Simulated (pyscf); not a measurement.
`[OH][Si]([OH])([OH])[F]` + `[H][H]` → `[OH][SiH]([OH])[OH]` + `[FH]`, a four-centre exchange (singlet surface; F–Si, H–H broken, H–Si, F–H formed). Optimised with ωB97X-D3(BJ)/def2-SVP in PySCF. Energies in kcal/mol from the separated reactants.

Small-basis levels: PySCF, no dispersion term, spherical d functions. 

### Question
In single points HF/STO-3G puts the saddle at 89.0 kcal/mol and the reaction energy at +21.6 kcal/mol. Should these be trusted to within a few kcal/mol? Compare with ωB97M-D3(BJ)/def2-TZVP.

### Answer
ωB97M-D3(BJ)/def2-TZVP gives ΔE‡ = 57.7 kcal/mol and ΔE = +33.9 kcal/mol. HF/STO-3G lies 31.3 kcal/mol over it in the barrier and 12.3 kcal/mol under it in the reaction energy, so on this step it does not hold to within 3.0 kcal/mol. ωB97M-D3(BJ)/def2-TZVP has limits of its own. On the product side the descent ends in a complex, 4.4 kcal/mol under the separated species and 28.8 kcal/mol under the saddle at ωB97X-D3(BJ)/def2-TZVP. This is the saddle that the search found; another between the same sides may lie lower.
